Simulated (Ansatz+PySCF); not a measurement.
Values are calculated unless marked as measured or tabulated.
## Ansatz (development build ahead of 0.2.0) run

```yaml
crystal:
  periodic: [false, false, false]
  atoms:
    - { symbol: S, position_ang: [0.0, 0.0, 0.0] }
    - { symbol: O, position_ang: [1.44148, 0.0, 0.0] }
    - { symbol: O, position_ang: [-0.72074, 1.24836, 0.0] }
    - { symbol: O, position_ang: [-0.72074, -1.24836, 0.0] }
basis:
  gaussian: { orbitals: def2-SVP }
magnetization:
  spin_polarized: true
hamiltonian:
  xc: hf
```

The input is written out in the form of the current development build from the run's settings.

Results

```yaml
Converged: yes
Total_energy: -621.66773 hartree
Spin_squared_of_the_determinant: 0.000
Stability_test: minimum
Occupied_orbitals_by_symmetry_in_an_Abelian_subgroup_alpha;_beta: 10 A1 1 A2 3 B1 6 B2; 10 A1 1 A2 3 B1 6 B2
```
